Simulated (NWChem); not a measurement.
Species: tetrafluoromethane (CF4); SMILES FC(F)(F)F

Computed with NWChem. Pople sets run with spherical d functions. Each level has its own optimisation. Entropies are gas-phase, rigid-rotor, harmonic values for NWChem's default masses at 298.15 K and 1 bar, so the errors hold that model's part too (torsions, anharmonicity).

Measured entropy at 1 bar: 62.5 cal/(mol K) (CRC Handbook, as tabulated in the package chemicals).

```tsv
level	entropy at 1 bar (cal/(mol K))	computed − measured
Hartree-Fock/STO-3G	63.0	+0.5
Hartree-Fock/3-21G	62.2	-0.3
Hartree-Fock/6-31G*	61.8	-0.7
B3LYP/6-31G*	62.6	+0.1
LDA (Slater exchange, VWN5)/def2-SVP	62.5	0.0
PBE/def2-SVP	62.7	+0.2
BLYP/def2-SVP	62.9	+0.4
PBE0/def2-SVP	62.3	-0.2
```
